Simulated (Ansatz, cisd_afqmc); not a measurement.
System: F₂, charge 0, singlet. F2 (molecular fluorine, SMILES FF).
NHTBH set geometry:
```
F
F 1 1.3952
```

Total energies in aug-cc-pVDZ, 14 correlated electrons, 2 frozen orbitals. Radicals and triplets start from unrestricted determinants; spin-orbit coupling is neglected. Cores are frozen in correlated methods. No relativity. AFQMC is phaseless with a CISD trial state; ± is one standard error, without the phaseless bias. Outlying blocks are dropped, and bars are widened where a walk drifts. Over all cases where full CI ran beside it in this data, AFQMC minus full CI had a median of +0.1 mEh and passed +0.4 mEh in a tenth of the cases. The restricted determinant of F2 (FF, singlet) is unstable towards broken spin symmetry in at least one set run.

| method | program | energy (Eh) | minus CCSDT(Q) (mEh) |
|---|---|---|---|
| HF | Ansatz | -198.70050 | 447.87 |
| MP2 | Ansatz | -199.12632 | 22.05 |
| CCSD | Ansatz | -199.13375 | 14.62 |
| CCSD(T) | Ansatz | -199.14621 | 2.16 |
| CCSDT(Q) | Ansatz | -199.14837 | 0.00 |
| AFQMC/CISD | cisd_afqmc | -199.1472 ± 0.0004 | 1.2 ± 0.4 |

Ansatz is a program for electronic structure.
